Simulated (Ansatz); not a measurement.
Ideal-gas functions of CH₆AlB, SMILES `B[CH2][AlH2]` at 600 K and 1 bar, from an Ansatz frequency run at PBE0-D4/def2-TZVP.

Molar mass 55.85 g/mol, point group Cs (symmetry number 1), electronic degeneracy 1, moments of inertia 22.316, 90.573, 97.566 u Å². Harmonic wavenumbers (cm⁻¹, unscaled): 51, 163, 218, 491, 554, 575, 676, 785, 858, 875, 1012, 1068, 1081, 1260, 1418, 1931, 1942, 2555, 2625, 3051, 3129.

Use S(trans) = R[1.5 ln M + 2.5 ln T − 1.1517]; rotational temperatures θ = 24.2544 K / I; S(rot) = R[ln(√π/σ · √(T³/θAθBθC)) + 1.5]; for each mode x = 1.438777 ν̃/T, S = R[x/(eˣ − 1) − ln(1 − e⁻ˣ)] and H = RT x/(eˣ − 1); 1 cm⁻¹ = 0.0119627 kJ/mol; R = 8.31446 J/(mol·K).

By hand: the entropy, in J/(mol·K).

Translation 173.6. Rotation: θ = 1.0869, 0.2678, 0.2486 K, giving 107.9. Vibration, mode by mode: 25.79, 16.18, 13.80, 7.42, 6.54, 6.27, 5.15, 4.18, 3.64, 3.53, 2.72, 2.45, 2.39, 1.70, 1.26, 0.46, 0.45, 0.13, 0.11, 0.05, 0.04, in all 104.3. Electronic 0.0. Sum 385.8 J/(mol·K).

By hand: H − E and G − E in kJ/mol, counted from the electronic energy.

Zero-point energy ½ × 26318 × 0.0119627 = 157.4; thermal vibration 31.8; translation, rotation and pV give 4 RT = 20.0. H − E = 209.2 kJ/mol, and G − E = 209.2 − 600 × 385.8/1000 = -22.3 kJ/mol.

Vibration gives 27 % of the entropy, 25.8 J/(mol·K) of it from the mode under 150 cm⁻¹: soft modes count most, and the harmonic formula is weakest for them.
